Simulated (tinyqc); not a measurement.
UHF in the sto-3g basis, for OH+, spin multiplicity 3, step by step (part 2 of 2). Computed by tinyqc, a small Python program that keeps every step (integrals from PySCF). Command: `OMP_NUM_THREADS=1 python tinyqc.py 25784 25785 out.jsonl` (the two numbers bound the seeds that draw the settings). One thread of a shared host (Intel(R) Xeon(R) Processor @ 2.60GHz), about 0.7 s of CPU time with the checks.

Geometry (angstrom):

| atom | x | y | z |
|---|---|---|---|
| O | 0.0000 | 0.0000 | 0.0000 |
| H | 0.0000 | 0.0000 | 1.9230 |

## Iteration 3: diagonalisation and new density

extrapolated F(alpha) (hartree), lower triangle:
```
           1O 1s    1O 2s   1O 2px   1O 2py   1O 2pz    2H 1s
1O 1s   -20.8551
1O 2s    -5.3278  -2.9881
1O 2px    0.0000   0.0000  -0.9816
1O 2py    0.0000   0.0000   0.0000  -0.9816
1O 2pz   -0.0057  -0.0369   0.0000   0.0000  -0.8597
2H 1s    -0.1383  -0.2136   0.0000   0.0000  -0.2057  -0.3999
```

extrapolated F(beta) (hartree), lower triangle:
```
           1O 1s    1O 2s   1O 2px   1O 2py   1O 2pz    2H 1s
1O 1s   -20.8025
1O 2s    -5.2470  -2.6020
1O 2px    0.0000   0.0000  -0.0472
1O 2py    0.0000   0.0000   0.0000  -0.0472
1O 2pz   -0.0056  -0.0230   0.0000   0.0000  -0.6507
2H 1s    -0.1358  -0.2046   0.0000   0.0000  -0.2290  -0.5045
```

X:
```
              1        2       3        4        5       6
1O 1s   -0.7524   0.2967  0.0000   0.0000  -0.2724  0.5756
1O 2s    0.8129  -0.0977  0.0000   0.0000  -0.1161  0.6198
1O 2px   0.0000   0.0000  0.9981  -0.0611   0.0000  0.0000
1O 2py   0.0000   0.0000  0.0611   0.9981   0.0000  0.0000
1O 2pz   0.1195   0.7264  0.0000   0.0000   0.6765  0.0992
2H 1s   -0.3129  -0.6899  0.0000   0.0000   0.6117  0.2642
```

Diagonalise F' = X^T F X, C = X C', fill 5 alpha and 3 beta electrons from the bottom; D(s) = C_occ C_occ^T. Each column has its largest component positive (the first on a tie).

F' = X^T F X (alpha) (hartree), lower triangle:
```
         1        2        3        4        5         6
1  -7.2622
2   3.1547  -1.9625
3   0.0000   0.0000  -0.9816
4   0.0000   0.0000   0.0000  -0.9816
5  -3.3209   1.3940   0.0000   0.0000  -2.5535
6   7.5829  -3.9527   0.0000   0.0000   4.4382  -12.0230
```

orbital energies (alpha) (hartree): MO1 -20.8636, MO2 -1.7251, MO3 -0.9816, MO4 -0.9816, MO5 -0.8849, MO6 -0.3276

coefficients C (alpha):
```
            MO1      MO2      MO3     MO4      MO5      MO6
1O 1s    0.9946  -0.2639   0.0000  0.0000   0.0164   0.0200
1O 2s    0.0218   1.0256   0.0000  0.0000  -0.0709  -0.1033
1O 2px   0.0000   0.0000   0.9466  0.3224   0.0000   0.0000
1O 2py   0.0000   0.0000  -0.3224  0.9466   0.0000   0.0000
1O 2pz   0.0004   0.0430   0.0000  0.0000   0.9532  -0.3149
2H 1s   -0.0011   0.0226   0.0000  0.0000   0.2208   0.9841
```

F' = X^T F X (beta) (hartree), lower triangle:
```
         1        2        3        4        5         6
1  -7.0824
2   3.1448  -1.8767
3   0.0000   0.0000  -0.0472
4   0.0000   0.0000   0.0000  -0.0472
5  -3.3060   1.5399   0.0000   0.0000  -2.5063
6   7.7673  -3.9242   0.0000   0.0000   4.3842  -11.8006
```

orbital energies (beta) (hartree): MO1 -20.8082, MO2 -1.3586, MO3 -0.7413, MO4 -0.3580, MO5 -0.0472, MO6 -0.0472

coefficients C (beta):
```
            MO1      MO2      MO3      MO4     MO5      MO6
1O 1s    0.9957  -0.2587   0.0270   0.0239  0.0000   0.0000
1O 2s    0.0177   1.0196  -0.1203  -0.1168  0.0000   0.0000
1O 2px   0.0000   0.0000   0.0000   0.0000  0.9054  -0.4245
1O 2py   0.0000   0.0000   0.0000   0.0000  0.4245   0.9054
1O 2pz   0.0004   0.0402   0.8231  -0.5749  0.0000   0.0000
2H 1s   -0.0009   0.0662   0.4910   0.8788  0.0000   0.0000
```

D(alpha) after iteration 3, lower triangle:
```
          1O 1s    1O 2s  1O 2px  1O 2py  1O 2pz   2H 1s
1O 1s    1.0592
1O 2s   -0.2502   1.0574
1O 2px   0.0000   0.0000  1.0000
1O 2py   0.0000   0.0000  0.0000  1.0000
1O 2pz   0.0047  -0.0234  0.0000  0.0000  0.9104
2H 1s   -0.0035   0.0075  0.0000  0.0000  0.2114  0.0492
```

D(beta) after iteration 3, lower triangle:
```
          1O 1s    1O 2s  1O 2px  1O 2py  1O 2pz   2H 1s
1O 1s    1.0590
1O 2s   -0.2495   1.0544
1O 2px   0.0000   0.0000  0.0000
1O 2py   0.0000   0.0000  0.0000  0.0000
1O 2pz   0.0122  -0.0580  0.0000  0.0000  0.6790
2H 1s   -0.0048   0.0085  0.0000  0.0000  0.4067  0.2454
```

Within a degenerate level the vectors are fixed only up to a rotation; this is one choice.

## Iteration 4: building the Fock matrix

core Hamiltonian H = T + V (hartree), lower triangle:
```
           1O 1s    1O 2s   1O 2px   1O 2py   1O 2pz    2H 1s
1O 1s   -31.8904
1O 2s    -7.4162  -8.5190
1O 2px    0.0000   0.0000  -6.7197
1O 2py    0.0000   0.0000   0.0000  -6.7197
1O 2pz   -0.0038  -0.0486   0.0000   0.0000  -6.7383
2H 1s    -0.1892  -0.5493   0.0000   0.0000  -0.4891  -2.6668
```

Two-electron integrals (ij|kl) in chemists' order, unique and non-zero (hartree):
```
(11|11) 4.7851     (21|11) 0.7414     (21|21) 0.1369     (22|11) 1.1189
(22|21) 0.2566     (22|22) 0.8172     (31|31) 0.0245     (32|31) 0.0378
(32|32) 0.1805     (33|11) 1.1158     (33|21) 0.2567     (33|22) 0.8170
(33|33) 0.8802     (41|41) 0.0245     (42|41) 0.0378     (42|42) 0.1805
(43|43) 0.0474     (44|11) 1.1158     (44|21) 0.2567     (44|22) 0.8170
(44|33) 0.7853     (44|44) 0.8802     (51|51) 0.0245     (52|51) 0.0378
(52|52) 0.1805     (53|53) 0.0474     (54|54) 0.0474     (55|11) 1.1158
(55|21) 0.2567     (55|22) 0.8170     (55|33) 0.7853     (55|44) 0.7853
(55|55) 0.8802     (61|11) 0.0189     (61|21) 0.0035     (61|22) 0.0065
(61|33) 0.0065     (61|44) 0.0065     (61|51) 1.56e-04   (61|52) 2.96e-04
(61|55) 0.0065     (61|61) 8.91e-05   (62|11) 0.0611     (62|21) 0.0143
(62|22) 0.0524     (62|33) 0.0516     (62|44) 0.0516     (62|51) 0.0011
(62|52) 0.0091     (62|55) 0.0541     (62|61) 3.69e-04   (62|62) 0.0048
(63|31) 0.0013     (63|32) 0.0082     (63|53) 0.0018     (63|63) 0.0006
(64|41) 0.0013     (64|42) 0.0082     (64|54) 0.0018     (64|64) 0.0006
(65|11) 0.0536     (65|21) 0.0126     (65|22) 0.0496     (65|33) 0.0478
(65|44) 0.0478     (65|51) 0.0020     (65|52) 0.0153     (65|55) 0.0533
(65|61) 3.36e-04   (65|62) 0.0055     (65|65) 0.0069     (66|11) 0.2750
(66|21) 0.0651     (66|22) 0.2746     (66|33) 0.2687     (66|44) 0.2687
(66|51) 0.0038     (66|52) 0.0477     (66|55) 0.2862     (66|61) 0.0017
(66|62) 0.0365     (66|65) 0.0486     (66|66) 0.7746
```

nuclear repulsion = 2.201465 hartree

J_ij = sum D_kl (ij|kl) with D = D(alpha) + D(beta), K_ij = sum D_kl (ik|jl) for each spin; F = H + J - K(s); E = tr D H + tr D J / 2 - 0.5 sum_s tr D(s) K(s) + E_nn.

Coulomb J (hartree), lower triangle:
```
          1O 1s   1O 2s  1O 2px  1O 2py  1O 2pz   2H 1s
1O 1s   15.9123
1O 2s    2.9322  6.9160
1O 2px   0.0000  0.0000  6.8858
1O 2py   0.0000  0.0000  0.0000  6.8858
1O 2pz  -0.0017  0.0051  0.0000  0.0000  6.9539
2H 1s    0.0745  0.4314  0.0000  0.0000  0.4067  2.3715
```

exchange K(alpha) (hartree), lower triangle:
```
         1O 1s    1O 2s  1O 2px  1O 2py  1O 2pz   2H 1s
1O 1s   4.9134
1O 2s   0.8527   1.4108
1O 2px  0.0000   0.0000  1.1696
1O 2py  0.0000   0.0000  0.0000  1.1696
1O 2pz  0.0002  -0.0066  0.0000  0.0000  1.1172
2H 1s   0.0238   0.0979  0.0000  0.0000  0.1248  0.0715
```

exchange K(beta) (hartree), lower triangle:
```
         1O 1s    1O 2s  1O 2px  1O 2py  1O 2pz   2H 1s
1O 1s   4.8587
1O 2s   0.7687   1.0106
1O 2px  0.0000   0.0000  0.2314
1O 2py  0.0000   0.0000  0.0000  0.2314
1O 2pz  0.0002  -0.0243  0.0000  0.0000  0.8404
2H 1s   0.0215   0.0936  0.0000  0.0000  0.1733  0.2393
```

F(alpha) (hartree), lower triangle:
```
           1O 1s    1O 2s   1O 2px   1O 2py   1O 2pz    2H 1s
1O 1s   -20.8916
1O 2s    -5.3368  -3.0138
1O 2px    0.0000   0.0000  -1.0035
1O 2py    0.0000   0.0000   0.0000  -1.0035
1O 2pz   -0.0058  -0.0368   0.0000   0.0000  -0.9016
2H 1s    -0.1385  -0.2158   0.0000   0.0000  -0.2073  -0.3668
```

F(beta) (hartree), lower triangle:
```
           1O 1s    1O 2s   1O 2px   1O 2py   1O 2pz    2H 1s
1O 1s   -20.8368
1O 2s    -5.2527  -2.6135
1O 2px    0.0000   0.0000  -0.0653
1O 2py    0.0000   0.0000   0.0000  -0.0653
1O 2pz   -0.0057  -0.0192   0.0000   0.0000  -0.6248
2H 1s    -0.1362  -0.2114   0.0000   0.0000  -0.2558  -0.5346
```

total energy of this density = -73.910053 hartree

## Iteration 4: DIIS over 4 matrices

error matrix X^T (FDS - SDF) X (alpha):
```
        1        2       3       4        5        6
1  0.0000  -0.0023  0.0000  0.0000  -0.0056  -0.0014
2  0.0023   0.0000  0.0000  0.0000  -0.0166  -0.0050
3  0.0000   0.0000  0.0000  0.0000   0.0000   0.0000
4  0.0000   0.0000  0.0000  0.0000   0.0000   0.0000
5  0.0056   0.0166  0.0000  0.0000   0.0000  -0.0019
6  0.0014   0.0050  0.0000  0.0000   0.0019   0.0000
```

B (overlaps of the stored error matrices), lower triangle:
```
                1               2              3              4
1   3.1958957e-02
2   1.9073943e-02   1.3403791e-02
3  -7.0827625e-03  -2.9478865e-03  5.8607099e-03
4   3.3505384e-03   3.8389030e-03  2.6624824e-03  3.4776524e-03
```

Minimise |sum c_i e_i|^2 with sum c_i = 1: solve [B -1; -1 0][c; lambda] = [0; -1] with B_ij = tr e_i^T e_j summed over both spins, and take F = sum c_i F_i.

DIIS coefficients: -0.3302  3.7658  5.0149  -7.4504

extrapolated F(alpha) (hartree), lower triangle:
```
           1O 1s    1O 2s   1O 2px   1O 2py   1O 2pz    2H 1s
1O 1s   -20.6304
1O 2s    -5.2699  -2.8116
1O 2px    0.0000   0.0000  -0.8367
1O 2py    0.0000   0.0000   0.0000  -0.8367
1O 2pz   -0.0064  -0.0348   0.0000   0.0000  -0.5442
2H 1s    -0.1377  -0.2256   0.0000   0.0000  -0.2920  -0.6819
```

extrapolated F(beta) (hartree), lower triangle:
```
           1O 1s    1O 2s  1O 2px  1O 2py   1O 2pz    2H 1s
1O 1s   -20.5947
1O 2s    -5.2148  -2.5404
1O 2px    0.0000   0.0000  0.0668
1O 2py    0.0000   0.0000  0.0000  0.0668
1O 2pz   -0.0059  -0.0519  0.0000  0.0000  -0.8857
2H 1s    -0.1342  -0.1918  0.0000  0.0000  -0.1554  -0.2798
```

## Iteration 4: diagonalisation and new density

As before.

F' = X^T F X (alpha) (hartree), lower triangle:
```
         1        2        3        4        5         6
1  -7.0989
2   3.1102  -1.8280
3   0.0000   0.0000  -0.8367
4   0.0000   0.0000   0.0000  -0.8367
5  -3.2130   1.6531   0.0000   0.0000  -2.5619
6   7.6015  -3.8483   0.0000   0.0000   4.3281  -11.8641
```

orbital energies (alpha) (hartree): MO1 -20.6388, MO2 -1.5572, MO3 -0.8367, MO4 -0.8367, MO5 -0.8170, MO6 -0.3400

coefficients C (alpha):
```
            MO1      MO2      MO3     MO4      MO5      MO6
1O 1s    0.9947  -0.2623   0.0000  0.0000   0.0353  -0.0134
1O 2s    0.0216   1.0187   0.0000  0.0000  -0.1584   0.0684
1O 2px   0.0000   0.0000   0.9695  0.2449   0.0000   0.0000
1O 2py   0.0000   0.0000  -0.2449  0.9695   0.0000   0.0000
1O 2pz   0.0004   0.0432   0.0000  0.0000   0.5756   0.8224
2H 1s   -0.0011   0.0702   0.0000  0.0000   0.7624  -0.6570
```

F' = X^T F X (beta) (hartree), lower triangle:
```
         1        2       3       4        5         6
1  -6.9616
2   3.0863  -1.9455
3   0.0000   0.0000  0.0668
4   0.0000   0.0000  0.0000  0.0668
5  -3.3549   1.3168  0.0000  0.0000  -2.4483
6   7.6823  -3.9564  0.0000  0.0000   4.3708  -11.6668
```

orbital energies (beta) (hartree): MO1 -20.6011, MO2 -1.3008, MO3 -0.8848, MO4 -0.2356, MO5 0.0668, MO6 0.0668

coefficients C (beta):
```
            MO1      MO2      MO3      MO4     MO5      MO6
1O 1s    0.9954  -0.2584   0.0366   0.0260  0.0000   0.0000
1O 2s    0.0187   1.0146  -0.1476  -0.1282  0.0000   0.0000
1O 2px   0.0000   0.0000   0.0000   0.0000  0.5892   0.8080
1O 2py   0.0000   0.0000   0.0000   0.0000  0.8080  -0.5892
1O 2pz   0.0004   0.1265   0.9776  -0.1947  0.0000   0.0000
2H 1s   -0.0010   0.0475   0.0929   1.0034  0.0000   0.0000
```

D(alpha) after iteration 4, lower triangle:
```
          1O 1s    1O 2s  1O 2px  1O 2py  1O 2pz   2H 1s
1O 1s    1.0594
1O 2s   -0.2513   1.0634
1O 2px   0.0000   0.0000  1.0000
1O 2py   0.0000   0.0000  0.0000  1.0000
1O 2pz   0.0094  -0.0472  0.0000  0.0000  0.3332
2H 1s    0.0074  -0.0492  0.0000  0.0000  0.4418  0.5861
```

D(beta) after iteration 4, lower triangle:
```
          1O 1s    1O 2s  1O 2px  1O 2py  1O 2pz   2H 1s
1O 1s    1.0589
1O 2s   -0.2489   1.0516
1O 2px   0.0000   0.0000  0.0000
1O 2py   0.0000   0.0000  0.0000  0.0000
1O 2pz   0.0035  -0.0158  0.0000  0.0000  0.9716
2H 1s   -0.0099   0.0345  0.0000  0.0000  0.0968  0.0109
```

Within a degenerate level the vectors are fixed only up to a rotation; this is one choice.

## Convergence

Stop when the energy changes by less than 1e-08 hartree and every element of the error matrix X^T (F D S - S D F) X (for each spin) is below 3e-05.

Course of the cycle:

| iteration | E (hartree) | change | largest element of the error matrix |
|---|---|---|---|
| 1 | -73.799992 | - | 6.04e-02 |
| 2 | -73.883487 | -8.35e-02 | 5.78e-02 |
| 3 | -73.904858 | -2.14e-02 | 4.62e-02 |
| 4 | -73.910053 | -5.20e-03 | 3.24e-02 |
| 5 | -73.878587 | 3.15e-02 | 3.01e-02 |
| 6 | -73.875071 | 3.52e-03 | 3.16e-02 |
| 7 | -73.934418 | -5.93e-02 | 4.80e-02 |
| 8 | -73.932022 | 2.40e-03 | 6.78e-02 |
| 9 | -73.881191 | 5.08e-02 | 4.79e-02 |
| 10 | -73.891885 | -1.07e-02 | 2.21e-02 |
| 11 | -73.927767 | -3.59e-02 | 6.79e-02 |
| 12 | -73.887683 | 4.01e-02 | 7.88e-03 |
| 13 | -73.887562 | 1.21e-04 | 9.20e-03 |
| 14 | -73.884865 | 2.70e-03 | 1.02e-02 |
| ... | ... | ... | ... |
| 74 | -73.891399 | -3.99e-03 | 1.39e-02 |
| 75 | -73.888300 | 3.10e-03 | 7.02e-03 |
| 76 | -73.890005 | -1.70e-03 | 1.02e-02 |
| 77 | -73.888345 | 1.66e-03 | 7.07e-03 |
| 78 | -73.888502 | -1.57e-04 | 7.18e-03 |
| 79 | -73.884708 | 3.79e-03 | 1.22e-02 |
| 80 | -73.884542 | 1.66e-04 | 1.24e-02 |
| 81 | -73.885382 | -8.41e-04 | 1.06e-02 |
| 82 | -73.886995 | -1.61e-03 | 7.85e-03 |
| 83 | -73.884563 | 2.43e-03 | 1.20e-02 |
| 84 | -73.885882 | -1.32e-03 | 9.00e-03 |
| 85 | -73.888975 | -3.09e-03 | 6.69e-03 |
| 86 | -73.885621 | 3.35e-03 | 9.47e-03 |
| 87 | -73.886850 | -1.23e-03 | 7.10e-03 |

PySCF UHF in the same basis, after a stability check = -73.887856 hartree

Not converged within the cap of 87 iterations: the residual wanders without falling. Reruns (cap 100 unless said): DIIS 8: converged in 17; damping 0.5: converged in 52; level shift 0.5: converged in 56; atomic densities as start, DIIS 8: converged in 20; the original settings with a cap of 400: not converged.
